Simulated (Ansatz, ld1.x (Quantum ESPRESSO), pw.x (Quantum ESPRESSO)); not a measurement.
## hafnium: one change to the TM potential, in the atom and in the diamond crystal

```json
{"Element": "hafnium", "Generator": "ld1.x (Quantum ESPRESSO) 7.5", "Type": "norm-conserving Troullier–Martins (Kleinman–Bylander form)", "Functional": "LDA (PW92)", "Relativity": "scalar-relativistic", "Frozen core": "[Xe] 4f14", "Valence charge": "4", "Reference configuration": "5d3 6s1 6p0", "Partial waves": "6p (bound, empty): rc 3.95 bohr; 5d (bound): rc 2.65 bohr; 6s (bound): rc 3.15 bohr", "Local potential": "the s channel", "Core correction": "Bessel-smoothed model core inside 1.90 bohr"}
```

Change: wave 6s (bound): rc 3.15 bohr becomes 6s (bound): rc 2.12 bohr.

Cutoffs, loose and tight: the cutoffs (Ry, on a coarse ladder) from which the occupation-weighted sum of valence levels, in a spherical-Bessel basis at the reference potential, stays within 10 and 1 mRy of its value at 400 Ry. They do not see the model core or the augmentation charge, which bear on the density cutoff. Test errors are all-electron minus pseudo excitation energies from the reference, over the configurations 5d2 6s2 6p0; 5d2 6s1 6p0; 5d2 6s0 6p0; 5d2 6s0 6p1; 5d1 6s2 6p0; 5d2.5 6s1.5 6p0; 5d2 6s1 6p1 (two spin-polarised tests are not counted in the largest error); variants that change the core or the reference have their own tests.

Crystal test: diamond Hf in pw.x 7.5, no spin, 8³ k-points, Fermi–Dirac smearing 0.01 Ry, cutoffs set for each file from its atomic test. The reference is all-electron LAPW (Ansatz 0.2.0) with the same functional, mesh and smearing; V0 and B0 come from Birch–Murnaghan fits to the pressures at five volumes. Errors are pseudo minus all-electron; Δ is the rms difference of the E(V) curves that follow from these fits, minima aligned, over ±6 % about the mean V0. Mesh and smearing are coarse, so the numbers serve the comparison and aren't converged zero-temperature values; the lattice is a test structure that the element need not adopt.

All-electron: a0 = 6.237 Å (V0 = 30.33 Å³/atom), B0 = 31.2 GPa.

Question: Does the change bring the crystal closer to the all-electron result?

Answer: The mean pressure error goes from -0.41 to -0.95 GPa, so the change moves the solid further from the all-electron pressures.

```tsv
quantity	base	changed
outcome (atom)	generated	generated
cutoff, loose (atom)	21 Ry	21 Ry
cutoff, tight (atom)	25 Ry	30 Ry
bound ghosts (atom)	none	none
largest test error (meV) (atom)	-168	-90
cutoffs in pw.x (Ry)	50/200	50/200
a0 (Å)	6.210	6.168
a0 error (%)	-0.43	-1.10
B0 error (%)	-5.6	-8.9
Δ (meV/atom)	2.7	6.7
mean pressure error (GPa)	-0.41	-0.95
```

Base: The largest radius (3.95 bohr) exceeds half the bond length (2.55 bohr), so the spheres overlap, which is one possible source of error among others. Changed file: The largest radius (3.95 bohr) exceeds half the bond length (2.55 bohr), so the spheres overlap, which is one possible source of error among others. This is a poor potential for the solid. The logarithmic derivative shows an extra or strongly shifted pseudo pole above the reference energy (s near 1.12 Ry). The atomic cutoffs weigh occupied waves only.
